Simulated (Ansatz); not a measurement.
**Several solutions for singlet MgS**

```
atom   x (Å)   y (Å)   z (Å)
  Mg  0.0000  0.0000  0.0000
   S  0.0000  0.0000  2.5680
```

Basis set: def2-SVP (spherical functions). Charge 0, multiplicity 1.

PBE0 (unrestricted) was run from several starts with Ansatz (development build ahead of 0.2.0).

```
run  program                        start  converged  energy (hartree)  <S²>
  A   Ansatz  search for the lowest state        yes        -597.79109  1.01
  B   Ansatz      stability test followed        yes        -597.79109  1.01
  C   Ansatz      atomic start, no search        yes        -597.77584  0.00
```

(1) Which runs reached the lowest solution of this kind, and what is wrong with the others?

Results:

(1) A, B reached the lowest solution found. Converged but too high: C by 0.41 eV. Convergence only shows a stationary point, and even a stable one can lie too high; stability tests and further starts are what find lower ones. Caution: the unrestricted determinant is a mixture of spin states.
